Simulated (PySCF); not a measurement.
Choosing a molecule for a target property.

Species are written as SMILES; each is one conformer at its optimised geometry, gas phase, non-relativistic unless stated. Electronic properties by PySCF.

The conformers computed, where there is a choice (atom-mapped SMILES and torsion angles):
- `[CH:1]#[C:2][CH2:3][CH2:4][Si@:5]1([F:6])[CH2:7][SiH2:8][C:9]1=[O:10]`: C2–C3–C4–Si5 180°, C3–C4–Si5–F6 -64°
- `[CH:1]#[C:2][c:3]1[cH:4][cH:5][p:6][c:7]([C:8](=[O:9])[O:10][CH3:11])[cH:12]1`: P6–C7–C8–O9 180°, C7–C8–O10–C11 180°
- `[CH3:1][O:2][C:3](=[O:4])[c:5]1[cH:6][cH:7][cH:8][p:9][cH:10]1`: C1–O2–C3–O4 0°, O2–C3–C5–C6 180°
- `[CH3:1][O:2][C:3](=[O:4])/[CH:5]=[CH:6]\[C@H:7]([F:8])[C:9]([F:10])([F:11])[F:12]`: C1–O2–C3–O4 -1°, O2–C3–C5–C6 -177°, C5–C6–C7–F8 -155°, C6–C7–C9–F10 -56°
- `[CH3:1][O:2][C:3](=[O:4])[c:5]1[p:6][cH:7][p:8][c:9]([F:10])[p:11]1`: C1–O2–C3–O4 1°, O2–C3–C5–P6 -179°
- `[CH2:1]=[C:2]=[C:3]([SiH3:4])[Si@@H:5]([Cl:6])[CH2:7][CH3:8]`: C2–C3–Si5–Cl6 -118°, C3–Si5–C7–C8 -178°
- `[CH2:1]=[CH:2][Si:3]1([S:4][CH2:5][C:6]([CH3:7])=[O:8])[CH2:9][CH2:10]1`: C1–C2–Si3–S4 -10°, C2–Si3–S4–C5 -64°, Si3–S4–C5–C6 -47°, S4–C5–C6–C7 -114°

Task: Wanted: HOMO–LUMO gap above 5 eV (PBE0/pcSseg-1) and smallest rotational constant above 0.42 GHz (GFN2-xTB), at GFN2-xTB geometries. Which candidate meets both?
A. `c1cc(cc(C(=O)OC)p1)C#C`
B. `p1cc(ccc1)C(OC)=O`
C. `[CH]F` [singlet]
D. `C#CCC[Si@]1(F)C[SiH2]C1=O`

Result: B. Computed values:
```
                  species  HOMO–LUMO gap  smallest rotational constant
C#CCC[Si@]1(F)C[SiH2]C1=O        3.98 eV                     0.447 GHz
          [CH]F [singlet]        4.33 eV                    34.336 GHz
   c1cc(cc(C(=O)OC)p1)C#C        4.63 eV                     0.397 GHz
        p1cc(ccc1)C(OC)=O        5.48 eV                     0.562 GHz
```

Task: Wanted: HOMO energy above -6.6 eV (PBE0/pcSseg-1) and dipole moment above 3.2 D (PBE0/pcSseg-1), at GFN2-xTB geometries. Which candidate meets both?
A. `C([Si@@]1(C[SiH2]C1=O)F)CC#C`
B. `[CH]F` [singlet]
C. `C=C=C([SiH3])[Si@@H](Cl)CC`
D. `COC(=O)c1pcpc(F)p1`
E. `CC(CS[Si]1(C=C)CC1)=O`
F. `O(C)C(=O)/C=C\[C@@H](C(F)(F)F)F`
G. `COC(=O)c1cccpc1`

Result: E. Computed values:
```csv
species,HOMO energy,dipole moment
O(C)C(=O)/C=C\[C@@H](C(F)(F)F)F,-8.44 eV,3.78 D
COC(=O)c1pcpc(F)p1,-7.59 eV,0.98 D
COC(=O)c1cccpc1,-7.40 eV,0.51 D
C=C=C([SiH3])[Si@@H](Cl)CC,-7.27 eV,2.02 D
[CH]F [singlet],-6.97 eV,1.64 D
C([Si@@]1(C[SiH2]C1=O)F)CC#C,-6.27 eV,3.05 D
CC(CS[Si]1(C=C)CC1)=O,-5.84 eV,3.45 D
```
